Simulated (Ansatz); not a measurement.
Basis-set extrapolation for `O=C1CCC1` (PBE0-D4/def2-TZVP geometry, frozen core, Ansatz 0.2.0). Multiplicity 1, RHF reference.

```csv
,def2-TZVPP,def2-QZVPP
HF,-229.887030,-229.897339
MP2 correlation,-0.885474,-0.945263
CCSD(T) correlation,-0.956723,not run
```

Energies in hartree. Use E(X) = E(∞) + A·exp(−7.88·√X) for Hartree–Fock and E(X) = E(∞) + B·X^(−2.97) for correlation, with X = 3 and 4, and add CCSD(T) minus MP2 of the smaller set to the MP2 limit.

Question: What is the CCSD(T) energy at the basis-set limit?

Answer: HF limit: -229.897339 + (-0.010309) × 0.13774 = -229.89876. MP2 limit: -0.945263 + (-0.059789) × 0.74074 = -0.98955. Higher-order term: -0.956723 − (-0.885474) = -0.07125. Total: -230.95956 hartree, 3.15 eV below CCSD(T)/def2-TZVPP.
